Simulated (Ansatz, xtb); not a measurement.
**C3H9N: which of these isomers lies lowest?**

3 of its isomers, all singlets with charge 0: A = trimethylamine `CN(C)C`; B = ethylmethylamine `CCNC`; C = isopropylamine `CC(C)N`.

Shapes, held fixed at every level: PBE0-D4/def2-TZVP. Flexible molecules stand in one conformer, not always the lowest. Programs: Ansatz 0.2.0, xtb 6.7.1, xtb 6.7.1 later snapshot.

Electronic energies in kJ/mol, without zero-point or thermal terms.

```
               level                    kind  B − A  C − A
            GFN1-xTB          semi-empirical  -39.6  -93.8
         HF/def2-SVP            Hartree–Fock  -23.6  -50.5
       HF/def2-TZVPP            Hartree–Fock  -26.3  -57.9
 BHLYP-D4/def2-TZVPP           global hybrid  -22.7  -57.6
  wB97M-V/def2-TZVPP  range-separated hybrid  -22.9  -61.1
  wB97X-V/def2-TZVPP  range-separated hybrid  -22.0  -57.9
        MP2/def2-SVP     perturbation theory  -19.9  -57.2
  CCSD(T)/def2-TZVPP   coupled cluster or CI  -21.7  -60.8
CCSD(T)/CBS estimate   coupled cluster or CI  -23.2  -63.7
```

The highest level, CCSD(T)/CBS estimate, puts C lowest of these. All levels agree on that. The B − A difference spans -39.6 to -19.9 kJ/mol over the levels. The CBS estimate extrapolates MP2 from def2-TZVPP and def2-QZVPP and adds CCSD(T) − MP2 in the triple-zeta set, cores frozen.
